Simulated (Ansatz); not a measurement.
**C2H3FN2S: one species, many methods**

Aim: compute C2H3FN2S with functionals from several rungs and with coupled cluster. The yardstick is the atomisation energy at the CCSD(T) limit.

Computed with Ansatz 0.2.0, Gaussian basis. Level: functionals in def2-TZVPP, the program's frozen cores in correlated methods.

Levels to be run: LDA (SPW92), PBE-D4, revPBE-D4, BLYP-D4, r2SCAN-D4, B97M-V, PBE0-D4, B3LYP-D4, r2SCANh-D4, r2SCAN0-D4, HSE06-D4, BHLYP-D4, CAM-B3LYP-D4, LC-ωPBE, ωB97X-V, ωB97M-V, B2PLYP, PBE-QIDH; CCSD(T)/def2-SVP; CCSD(T)/def2-TZVPP; MP2/def2-QZVPP; extrapolation to the limit; RPA on PBE.

## (1) The relaxed structure

All runs share one geometry, relaxed beforehand with PBE0-D4 in a triple-zeta def2 set.

SMILES `N=CN=C(F)S`, 9 atoms, charge 0, spin multiplicity 1.

Atoms are counted from 1 here; the program's logs count them from 0.

Bond lengths: N1–C2 1.261 Å, N1–H7 1.022 Å, C2–N3 1.401 Å, C2–H8 1.091 Å, N3–C4 1.253 Å, C4–F5 1.339 Å, C4–S6 1.739 Å, S6–H9 1.342 Å. Angles: C2–N1–H7 109.6°, N1–C2–N3 123.2°, N1–C2–H8 119.0°, N3–C2–H8 117.8°, C2–N3–C4 120.8°, N3–C4–F5 124.5°, N3–C4–S6 126.1°, F5–C4–S6 109.3°, C4–S6–H9 93.2°.

## (2) LDA

This LDA is Slater exchange with PW92 correlation.

Contents of in.yaml:

```yaml
crystal:
  periodic: [false, false, false]
  atoms:
    - {symbol: N, position_ang: [1.501652, -1.848826, 0.058194]}
    - {symbol: C, position_ang: [0.688303, -1.022407, -0.438582]}
    - {symbol: N, position_ang: [0.090276, 0.005565, 0.301344]}
    - {symbol: C, position_ang: [-0.707587, 0.806224, -0.239755]}
    - {symbol: F, position_ang: [-1.061157, 0.770037, -1.531091]}
    - {symbol: S, position_ang: [-1.525835, 2.125402, 0.543839]}
    - {symbol: H, position_ang: [1.638146, -1.641778, 1.049418]}
    - {symbol: H, position_ang: [0.431223, -1.104297, -1.495620]}
    - {symbol: H, position_ang: [-0.966522, 1.863880, 1.735254]}
basis:
  gaussian: {orbitals: def2-TZVPP}
hamiltonian: {xc: lda}
output: {orbitals: {seedname: orbitals}}
```

Started as:

```bash
> ansatz run in.yaml --threads 4 --pin off --events-out ev --progress --plain --max-ram 10444MiB
```

Further steps of the session: PBE-D4 (GGA); revPBE-D4 (GGA); BLYP-D4 (GGA); r2SCAN-D4 (meta-GGA); B97M-V (meta-GGA); B3LYP-D4 (hybrid); r2SCANh-D4 (hybrid); r2SCAN0-D4 (hybrid); HSE06-D4 (hybrid); BHLYP-D4 (hybrid); CAM-B3LYP-D4 (range-separated); LC-ωPBE (range-separated); ωB97X-V (range-separated); ωB97M-V (range-separated); B2PLYP (double hybrid); PBE-QIDH (double hybrid); CCSD(T) in def2-SVP; CCSD(T) in def2-TZVPP; MP2 in def2-QZVPP; RPA on PBE orbitals.

Before running them: what should the planned runs give, taken together? Wanted: atomisation energy, CCSD(T)/CBS; farthest beyond LDA; mean size of error, GGA; mean size of error, meta-GGA; mean size of error, hybrid; mean size of error, range-separated; mean size of error, double hybrid; gap, smallest and largest; T1 diagnostic.

As calculated:

```
                               quantity                                      value
        atomisation energy, CCSD(T)/CBS                             837.4 kcal/mol
functionals within 4.2 kcal/mol (0.5 %)                r2SCANh-D4, LC-ωPBE, B2PLYP
                    farthest beyond LDA                    PBE-D4 (+54.2 kcal/mol)
                mean size of error, GGA                              34.0 kcal/mol
           mean size of error, meta-GGA                               9.5 kcal/mol
             mean size of error, hybrid                              17.7 kcal/mol
    mean size of error, range-separated                               8.8 kcal/mol
      mean size of error, double hybrid                               4.0 kcal/mol
              gap, smallest and largest  3.86 eV (LDA (SPW92)), 11.13 eV (LC-ωPBE)
                          T1 diagnostic                                     0.0144
triples share of the correlation energy                                      4.5 %
```

**Reading.** The LDA atomisation energy is off by 180.9 kcal/mol (22 %): it overbinds. PBE-D4 misses by +54.2 kcal/mol. Double hybrids carry the basis error of their MP2 part in triple zeta, and no dispersion term here, so their miss is partly the set-up's. Taken by rung, double hybrid functionals do best (4.0 kcal/mol on average) and GGA ones worst beyond LDA (34.0 kcal/mol). Misses under about 4.2 kcal/mol are within the doubt on the reference itself, which lacks core-valence correlation, relativity and higher excitations. Hartree-Fock recovers 63 % of the binding; the rest is correlation. CCSD(T) in def2-SVP is off by -55.0 kcal/mol, which most functionals beat. Orbital gaps span 3.9 to 11.1 eV; exact exchange widens them. The restricted reference is unstable towards a spin-broken one.
